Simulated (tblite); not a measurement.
Input of a run (GFN2-xTB geometry optimisation, gas phase (tblite 0.8.0)), started from a force field or distance geometry:
```
{"job": {"kind": "relax", "xc": "GFN2-xTB", "basis": "xTB"}, "charge": 0, "multiplicity": 2}
C      2.319300     0.610800     0.650300
C      1.107700     0.489200    -0.269300
C      0.309400    -0.761600    -0.011800
O      0.777500    -1.853600    -0.268500
C     -1.078000    -0.617000     0.527900
C     -2.016900     0.080400    -0.467200
H      3.063800    -0.190000     0.512800
H      2.832800     1.565700     0.298700
H      1.560300     0.408600    -1.299600
H      0.474000     1.399500    -0.214300
H     -1.482800    -1.676600     0.581300
H     -1.137400    -0.207800     1.542000
H     -1.896700     1.185900    -0.348100
H     -3.065500    -0.179900    -0.278700
H     -1.772000    -0.245700    -1.494500
```

Output (eV, eV/Å):
```
step      E/eV     max force
  0    -523.39593    3.120
  1    -523.63385    1.779
  2    -523.72765    1.428
  3    -523.79613    0.943
  4    -523.84490    0.644
  5    -523.87983    0.653
  6    -523.90330    0.565
  7    -523.92833    0.461
  8    -523.94745    0.384
  9    -523.96341    0.409
 10    -523.97667    0.380
 11    -523.98660    0.324
 12    -523.99264    0.178
 13    -523.99720    0.193
 14    -524.00239    0.232
 15    -524.00813    0.277
 16    -524.01288    0.195
 17    -524.01589    0.170
 18    -524.01805    0.128
 19    -524.02018    0.143
 20    -524.02212    0.122
 21    -524.02346    0.086
 22    -524.02442    0.085
 23    -524.02538    0.084
 24    -524.02645    0.097
 25    -524.02754    0.086
 26    -524.02861    0.098
 27    -524.02968    0.104
 28    -524.03077    0.111
 29    -524.03182    0.086
 30    -524.03285    0.098
 31    -524.03398    0.112
 32    -524.03564    0.136
 33    -524.03781    0.150
 34    -524.04036    0.118
 35    -524.04296    0.142
 36    -524.04600    0.131
 37    -524.04834    0.316
 38    -524.05147    0.162
 39    -524.05406    0.130
 40    -524.05681    0.201
 41    -524.05903    0.192
 42    -524.06442    0.248
 43    -524.07115    0.172
 44    -524.07476    0.179
 45    -524.06818    0.662
 46    -524.08056    0.158
 47    -524.08282    0.164
 48    -524.08604    0.354
 49    -524.08924    0.158
 50    -524.09234    0.123
 51    -524.09784    0.123
 52    -524.10070    0.196
 53    -524.10300    0.181
 54    -524.10467    0.113
 55    -524.10572    0.097
 56    -524.10665    0.065
 57    -524.10772    0.069
 58    -524.10891    0.084
 59    -524.10980    0.099
 60    -524.11125    0.101
 61    -524.11322    0.127
 62    -524.11583    0.150
 63    -524.11846    0.146
 64    -524.12091    0.155
 65    -524.12329    0.144
 66    -524.12531    0.186
 67    -524.12415    0.382
 68    -524.13059    0.165
 69    -524.13333    0.105
 70    -524.13711    0.164
 71    -524.13927    0.096
 72    -524.14110    0.145
 73    -524.14258    0.184
 74    -524.14404    0.150
 75    -524.14660    0.116
 76    -524.14811    0.113
 77    -524.15040    0.113
 78    -524.15219    0.142
 79    -524.15464    0.157
 80    -524.15782    0.147
 81    -524.16256    0.186
 82    -524.16760    0.226
 83    -524.17387    0.267
 84    -524.18121    0.252
 85    -524.19123    0.242
 86    -524.19817    0.265
 87    -524.20329    0.278
 88    -524.20776    0.366
 89    -524.21221    0.340
 90    -524.21511    0.122
 91    -524.21813    0.109
 92    -524.22158    0.169
 93    -524.22370    0.104
 94    -524.22550    0.096
 95    -524.22637    0.081
 96    -524.22766    0.093
 97    -524.22959    0.131
 98    -524.23190    0.152
 99    -524.23412    0.127
100    -524.23580    0.106
101    -524.23687    0.095
102    -524.23770    0.090
103    -524.23857    0.076
104    -524.23939    0.071
105    -524.24002    0.069
106    -524.24052    0.065
107    -524.24104    0.063
108    -524.24158    0.056
109    -524.24201    0.052
110    -524.24232    0.046
111    -524.24259    0.047
112    -524.24291    0.043
113    -524.24332    0.054
114    -524.24373    0.050
115    -524.24407    0.062
116    -524.24436    0.052
117    -524.24464    0.036
118    -524.24485    0.030
119    -524.24504    0.028
120    -524.24517    0.020
121    -524.24525    0.017
122    -524.24530    0.016
123    -524.24534    0.019
124    -524.24538    0.023
125    -524.24541    0.017
126    -524.24543    0.011
127    -524.24544    0.010
```

Question: Summarise the run.

Answer: The energy falls by 19.6 kcal/mol over 127 L-BFGS steps, the largest force on an atom goes from 3.12 to 0.010 eV/Å, and the atoms move by 0.696 Å rms after alignment. Among the bonds, C1–C2 and C1–H8 change most and about equally (-0.067 to -0.066 Å). Bonds longer at the end by more than 0.005 Å: 2 of 14; shorter: 10. Among the angles that change most is C1–C2–C3, from 112.6° to 91.6°. Among the dihedrals that turn most is H8–C1–C2–H9, from 61° to 161°. The energy rose by more than 1e-5 eV at steps 45 and 67. The first step brought 28 % of the lowering.

Question: What are the final bond lengths?

Answer: C1–C2 1.459 Å, C2–C3 1.536 Å, C3=O4 1.211 Å, C3–C5 1.513 Å, C5–C6 1.531 Å, C1–H7 1.073 Å, C1–H8 1.073 Å, C2–H9 1.087 Å, C2–H10 1.087 Å, C5–H11 1.092 Å, C5–H12 1.089 Å, C6–H13 1.088 Å, C6–H14 1.087 Å, C6–H15 1.087 Å. Numbering counts from 1 in the input's order; the species is `[CH2]CC(=O)CC` [radical].

Its GFN2-xTB frequencies are all real (lowest 18 cm⁻¹).

One conformer stands for the species.

These are computed values.
